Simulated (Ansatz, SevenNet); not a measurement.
**How well does each level of theory give the lattice parameter c of trigonal Te?**

Reference value: 5.928 Å (measured, 293 K, no zero-point or thermal correction; as tabulated in Wikipedia's data pages).

| level (code) | value (Å) | difference (%) |
|---|---|---|
| SevenNet-l3i5 | 5.917 | -0.19 |
| PBE (Ansatz) | 5.955 | +0.46 |
| PBE-D4 (Ansatz) | 5.971 | +0.73 |
| r²SCAN+rVV10 (Ansatz) | 5.947 | +0.32 |
| PBE0 (Ansatz) | 5.776 | -2.56 |

The reference is not for a static lattice or low temperature, so close values are not ranked against it. Off by more than 1.75 %, or 2.45 % on the side where a correction would as a rule narrow the miss (bounds picked here): PBE0 (-2.56 %).

The reference isn't brought to a static lattice, while the calculations are for one, so the differences are not the levels' errors alone.  PBE, PBE0: the cell comes from a level without a dispersion term, which matters for the spacing of layers, chains or molecules. Cutoffs and k meshes differ between the levels. Ansatz's density-functional and Hartree–Fock values are scalar-relativistic unless marked +SOC, with PAW data made under PBE.

Machine-learned potentials (SevenNet-l3i5) are trained on DFT data: a solid inside that data is no test of them.

Differences are worked out from the printed values.

Ansatz is a first-principles code.
